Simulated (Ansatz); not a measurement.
**CH3N (triplet): wave-function methods side by side at a displaced geometry (v2), cc-pVDZ**

Aim: climb from Hartree-Fock through coupled cluster for CH3N (triplet) at one geometry and basis, and see what each rung misses.

The runs use Ansatz 0.2.0, Gaussian basis; cc-pVDZ, core rule «outside noble gas», up to 2 orbitals frozen.

To be run: UHF; CCSD(T) on ROHF; CCSD(T) on UHF; BCCD(T) on ROHF; CISD as a restricted active space (open shells left free, so some higher excitations enter); CCSDT(Q) on ROHF; CCSDT(Q) on UHF.

22 further runs of the same task are left out: 10 that didn't finish, 12 set aside as unsound or not needed. Runs told in other sessions of the task aren't counted.

## (1) The geometry

The geometry is a PBE0/def2-TZVP stationary point (not a proven minimum) with its atoms shifted at random (size 0.100 Å).

5 atoms, charge 0, spin multiplicity 3.

Atoms are counted from 1 here; the program's logs count them from 0.

Bond lengths: N1–C2 1.238 Å, C2–H3 1.159 Å, C2–H4 1.141 Å, C2–H5 1.156 Å. Angles: N1–C2–H3 113.6°, N1–C2–H4 119.5°, N1–C2–H5 112.6°, H3–C2–H4 98.7°, H3–C2–H5 99.2°, H4–C2–H5 110.5°.

## (2) UHF

in.yaml reads:

```yaml
crystal:
  periodic: [false, false, false]
  atoms:
    - {symbol: N, position_ang: [-0.692145, 0.010771, 0.004357]}
    - {symbol: C, position_ang: [0.546252, 0.005923, 0.002782]}
    - {symbol: H, position_ang: [1.005678, -1.058362, -0.003995]}
    - {symbol: H, position_ang: [1.111643, 0.432940, 0.897006]}
    - {symbol: H, position_ang: [0.991791, 0.405156, -0.986709]}
basis:
  gaussian: {orbitals: cc-pVDZ}
magnetization: {spin_polarized: true, initial_magnetization: 2}
hamiltonian: {xc: hf}
output: {orbitals: {seedname: orbitals}}
```

On the command line:

```sh
> ansatz run in.yaml --threads 1 --pin off --events-out ev --progress --plain --max-ram 2393MiB
```

Further steps of the session: CCSD(T) on ROHF; CCSD(T) on UHF; BCCD(T) on ROHF; CISD as a restricted active space (open shells left free, so some higher excitations enter); CCSDT(Q) on ROHF; CCSDT(Q) on UHF.

Before running them: what should the planned runs give, taken together? Wanted: UCCSDT(Q) from the RHF energy; RMP2 from UCCSDT(Q); UMP2 from UCCSDT(Q); RCCSD from UCCSDT(Q); RCCSD(T) from UCCSDT(Q); UCCSD(T) from UCCSDT(Q); RCCSDT(Q) from UCCSDT(Q); T1 diagnostic.

**Answer**, as computed:

| quantity | value |
| --- | --- |
| UCCSDT(Q) from the ROHF energy | -8.2032 eV |
| RMP2 from UCCSDT(Q) | +26.88 kcal/mol |
| UMP2 from UCCSDT(Q) | +26.71 kcal/mol |
| RCCSD from UCCSDT(Q) | +5.13 kcal/mol |
| RCCSD(T) from UCCSDT(Q) | +0.73 kcal/mol |
| UCCSD(T) from UCCSDT(Q) | +0.72 kcal/mol |
| RCCSDT(Q) from UCCSDT(Q) | +0.04 kcal/mol |
| levels within 1 kcal/mol (43 meV) | RCCSD(T), UCCSD(T), BCCD(T), RCCSDT, UCCSDT, RCCSDT(Q) |
| T1 diagnostic | 0.028 |

In words: RCCSD(T) lands +0.73 kcal/mol from the yardstick (0.4 % of the correlation energy). These misses are within one basis, not against nature; the frozen cores of restricted and unrestricted runs differ, which can shift their rows.

With open shells the CI space here admits some higher excitations, so it is larger than plain CISD.
